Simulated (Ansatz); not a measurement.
**BeBH3 (triplet): from Hartree-Fock to the top rungs, 6-31G**

The task here is to estimate one member of a computed series from the others.

Computed with Ansatz 0.2.0, Gaussian basis. Level: 6-31G, core rule «outside noble gas», up to 2 orbitals frozen.

To be run: UHF; CCSD(T) on ROHF; CCSD(T) on UHF; BCCD(T) on ROHF; CISD as a restricted active space (open shells left free, so some higher excitations enter); CCSDT(Q) on ROHF; CCSDT(Q) on UHF; CISDTQ; Full CI.

17 further runs of the same task are left out: 6 for a known fault of the program, 4 that didn't finish, 7 set aside as unsound or not needed. Runs told in other sessions of the task aren't counted.

## The system

The geometry is a PBE0/def2-TZVP stationary point (not a proven minimum) of the parent state, kept for this charge and spin.

5 atoms, charge 0, spin multiplicity 3.

Atoms are counted from 1 here; the program's logs count them from 0.

Bond lengths: B1–Be2 1.873 Å, B1–H3 1.202 Å, B1–H4 1.202 Å, Be2–H5 1.341 Å. Angles: Be2–B1–H3 123.4°, Be2–B1–H4 123.4°, H3–B1–H4 113.2°, B1–Be2–H5 180.0°.

Coordinates:

```xyz
5

B     0.00000    0.00000    0.82229
Be    0.00000    0.00000   -1.05087
H     0.00000    1.00318    1.48415
H     0.00000   -1.00318    1.48415
H     0.00000    0.00000   -2.39210
```

The first run:

File in.yaml:

```yaml
crystal:
  periodic: [false, false, false]
  atoms:
    - {symbol: B, position_ang: [0.000000, 0.000000, 0.822294]}
    - {symbol: Be, position_ang: [0.000000, 0.000000, -1.050867]}
    - {symbol: H, position_ang: [0.000000, 1.003181, 1.484150]}
    - {symbol: H, position_ang: [0.000000, -1.003180, 1.484150]}
    - {symbol: H, position_ang: [0.000000, 0.000000, -2.392096]}
basis:
  gaussian: {orbitals: 6-31G}
magnetization: {spin_polarized: true, initial_magnetization: 2}
hamiltonian: {xc: hf}
output: {orbitals: {seedname: orbitals}}
```

Launch:

```console
ansatz run in.yaml --threads 1 --pin off --events-out ev --progress --plain --max-ram 2393MiB
```

Among the steps run: UHF; CCSD(T) on ROHF; CCSD(T) on UHF; BCCD(T) on ROHF; CISD as a restricted active space (open shells left free, so some higher excitations enter); CCSDT(Q) on ROHF; CCSDT(Q) on UHF; CISDTQ; Full CI.

One of the session's tables, all rows but one given; the rest of the session is left out.

| method | from FCI (kcal/mol) |
| --- | --- |
| ROHF | +60.13 |
| UHF | +59.25 |
| RMP2 | +16.92 |
| UMP2 | +16.62 |
| CISD | +3.67 |
| RCCSD | ? |
| UCCSD | +1.51 |
| RCCSD(T) | +0.45 |
| UCCSD(T) | +0.45 |
| BCCD(T) | +0.46 |
| RCCSDT | +0.03 |
| UCCSDT | +0.02 |
| CISDTQ | +0.09 |
| RCCSDT(Q) | 0.00 |
| UCCSDT(Q) | -0.01 |
| FCI | 0 |

Estimate the missing values for RCCSD.

**Answer.** from FCI (kcal/mol): +1.52. In the column «from FCI (kcal/mol)» it lies between UCCSD (+1.51) and CISD (+3.67).

Limits of these values: Levels on UHF freeze UHF's core orbitals, full CI those of ROHF, so the U rows can settle a little off it for that reason alone. Restricted and unrestricted rows rest on different reference determinants; a gap between their highest levels can come from leftover correlation error, from unlike frozen cores or from another state.
